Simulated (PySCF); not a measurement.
Species: CH₄N (charge 0, doublet). It need not be the lowest isomer of its formula. SMILES: C[NH]
Coordinates optimised at B3LYP-D3(BJ)/def2-TZVP (Ansatz):
```xyz
6

C      0.0571     0.6220     0.0514
N     -0.0053    -0.8134     0.0521
H     -0.9486     1.0689     0.0351
H     -0.5105    -1.0936    -0.7957
H      0.5859     0.9841     0.9335
H      0.5674     1.0026    -0.8464
```
Charge 0, spin multiplicity 2.

Dispersion corrections to the total energy (kcal/mol) from the dftd3 and dftd4 libraries through PySCF: D3(BJ) without and D4 with the three-body term, each with the damping fitted for the functional named.

```csv
functional,D3(BJ),D4
TPSS,-1.63,-1.45
B3LYP,-2.25,-1.70
PBE,…,-1.06
HSE06,…,-0.78
CAM-B3LYP,-0.87,-0.83
r2SCAN,-0.33,…
BP86,-1.87,-1.30
```

Some entries are withheld; supply them.


- PBE, D3(BJ): -1.36
- HSE06, D3(BJ): -0.71
- r2SCAN, D4: -0.25
